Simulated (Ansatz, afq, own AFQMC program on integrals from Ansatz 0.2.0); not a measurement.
# AlHO, singlet: AFQMC among the cluster methods

```yaml
atoms:
  - { symbol: Al, position_ang: [0.0000, 0.0000, 1.4330] }
  - { symbol: O, position_ang: [0.0000, 0.0000, -0.2415] }
  - { symbol: H, position_ang: [0.0000, 0.0000, -1.1915] }
```

Connectivity, by distances: Al–OH.

Basis cc-pVDZ. Only valence electrons are correlated. Integrals, coupled cluster, full CI and functionals: Ansatz 0.2.0; the random walks run on the same integrals in our own AFQMC program. The CISD trial takes its coefficients from CCSD amplitudes. Released means that phaseless walkers are propagated on without the constraint, phases kept. Error bars are statistical, one sigma.

Determinant: RHF, the one that the program's search chose, which needn't be the lowest solution. The geometry is a PBE0/def2-TZVP stationary point of this or a neighbouring charge and spin state.

No full CI on the walks' own integrals is used here; CCSDT(Q) serves as the reference and is uncertain by about the last step of the cluster series.

Cautions: the ph-AFQMC/HF walk drifts between its halves (2.2 errors).

```
T1 diagnostic                               : 0.0184
weight of the determinant in the CISD state : 0.889
size of the correlated space                : 10 electrons in 31 orbitals
```

Reference: CCSDT(Q), correlation energy -7.082 eV. The released energy is read at 2.40 1/Eh (meV from the phaseless value at times in 1/Eh: 2 ± 12 at 0.24, 4 ± 11 at 0.51, -5 ± 11 at 0.99, -22 ± 11 at 1.62, -5 ± 13 at 2.40).

```json
{"level": "HF", "E − E(reference) (kcal/mol)": "163.31", "share of correlation (%)": "0.00"}
{"level": "MP2", "E − E(reference) (kcal/mol)": "14.47", "share of correlation (%)": "91.14"}
{"level": "CCSD", "E − E(reference) (kcal/mol)": "4.33", "share of correlation (%)": "97.35"}
{"level": "CCSD(T)", "E − E(reference) (kcal/mol)": "0.76", "share of correlation (%)": "99.53"}
{"level": "CCSDT", "E − E(reference) (kcal/mol)": "0.50", "share of correlation (%)": "99.69"}
{"level": "ph-AFQMC/HF", "E − E(reference) (kcal/mol)": "-4.33 ± 1.63", "share of correlation (%)": "102.65"}
{"level": "ph-AFQMC/CISD", "E − E(reference) (kcal/mol)": "0.21 ± 0.33", "share of correlation (%)": "99.87"}
{"level": "released AFQMC", "E − E(reference) (kcal/mol)": "0.09 ± 0.30", "share of correlation (%)": "99.95"}
```

A walk keeps the symmetry of its determinant, which the program's search chose and which needn't be the lowest solution, so a lower state of the same spin and another symmetry isn't excluded. Released energies are given only where the last usable release times agree within the noise; a slower fall can still hide under it.
